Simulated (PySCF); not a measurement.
Compound: C5H8N (doublet state).
Z-matrix (Å and degrees, GFN2-xTB geometry), rows numbered from 1:
```
C 
N   1  1.2919
C   2  1.3035  1  127.69
C   3  1.4528  2  120.14  1   165.13
C   4  1.5156  3  119.82  2   141.46
C   5  1.4879  4   60.53  3   108.79
H   1  1.0762  2  117.85  3   167.52
H   1  1.0877  2  123.67  3   -15.83
H   3  1.0925  2  121.89  1   -18.67
H   4  1.0821  3  113.59  2    -3.93
H   5  1.0792  4  117.45  6  -108.70
H   5  1.0787  4  117.39  6   109.36
H   6  1.0789  4  117.53  5  -109.26
H   6  1.0797  4  117.58  5   108.57
```

The hyperfine couplings belong to this conformer and change with its torsions.

The species is `C=N[CH]C1CC1` [radical].

Computed with PySCF 2.14.0, UKS B3LYP, pcH-1 on C H N, non-relativistic, mean-field spin-orbit, GIAO. The structure is a single GFN2-xTB conformer in the gas phase; no vibrational or solvent corrections. A GFN2-xTB geometry isn't a minimum of the functional, and hyperfine couplings can be far from their values at a DFT geometry. The frame is twisted about the N2–C3 bond at this geometry (dihedral C1–N2–C3–H9 = -19°); couplings at other torsion angles weren't computed. Stability of the SCF solution: not tested.

Principal values of hyperfine tensors in MHz (contact and dipolar terms together), for some of the nuclei:

```
atom  isotope      A1      A2      A3
  C3      13C   13.10   14.60  151.25
  H7       1H  -62.69  -40.84  -14.46
  H8       1H  -55.48  -37.17  -13.32
  C5      13C   25.47   25.50   43.91
  H9       1H  -48.77  -33.32  -10.10
  C6      13C   20.90   20.96   33.99
  C4      13C  -21.28  -19.83  -18.18
 H13       1H    4.26    5.72   10.34
```

Split each tensor into its isotropic and traceless parts, and turn a_iso into mT with g = 2.0024.

a_iso is a third of the trace, T = A − a_iso, and a(mT) = a(MHz)/(g × 13.996).

```json
{"atom": "C3", "a_iso (MHz)": "59.65", "a_iso (mT)": "2.128", "T1": "-46.55", "T2": "-45.04", "T3": "91.60"}
{"atom": "H7", "a_iso (MHz)": "-39.33", "a_iso (mT)": "-1.403", "T1": "-23.36", "T2": "-1.51", "T3": "24.87"}
{"atom": "H8", "a_iso (MHz)": "-35.32", "a_iso (mT)": "-1.260", "T1": "-20.16", "T2": "-1.84", "T3": "22.00"}
{"atom": "C5", "a_iso (MHz)": "31.63", "a_iso (mT)": "1.129", "T1": "-6.16", "T2": "-6.13", "T3": "12.29"}
{"atom": "H9", "a_iso (MHz)": "-30.73", "a_iso (mT)": "-1.097", "T1": "-18.03", "T2": "-2.59", "T3": "20.63"}
{"atom": "C6", "a_iso (MHz)": "25.28", "a_iso (mT)": "0.902", "T1": "-4.38", "T2": "-4.32", "T3": "8.70"}
{"atom": "C4", "a_iso (MHz)": "-19.76", "a_iso (mT)": "-0.705", "T1": "-1.52", "T2": "-0.07", "T3": "1.58"}
{"atom": "H13", "a_iso (MHz)": "6.77", "a_iso (mT)": "0.242", "T1": "-2.51", "T2": "-1.06", "T3": "3.57"}
```

What spin density at the nucleus of C4 lies behind its contact coupling (g_N = 1.40482)?

a_FC = 800.24 MHz bohr³ × g_N × ρ(0)/(2S). With a_FC = -19.76 MHz and 2S = 1, ρ(0) = -0.01758 bohr⁻³.

C1 (13C, g_N = 1.40482) isn't in the table. Its spin density at the nucleus is 0.05583 bohr⁻³. What is its contact coupling?

By the same relation, a_FC = 62.8 MHz. Its full tensor has the principal values 13.28, 15.56, 159.44 MHz.

Name the largest traceless tensor T of the table and describe it.

C3: -46.6, -45.0, 91.6 MHz, axial, in the ratio −1:−1:+2, the form that spin in one p orbital centred on that nucleus gives.

What first-order splitting does H7 cause when the field lies along A1, A2 or A3 of its tensor (g taken as isotropic, no quadrupole term)?

2 lines (I = 1/2), spaced by |A_i|/(g × 13.996): 2.24, 1.46, 0.52 mT along the axes of A1, A2 and A3.
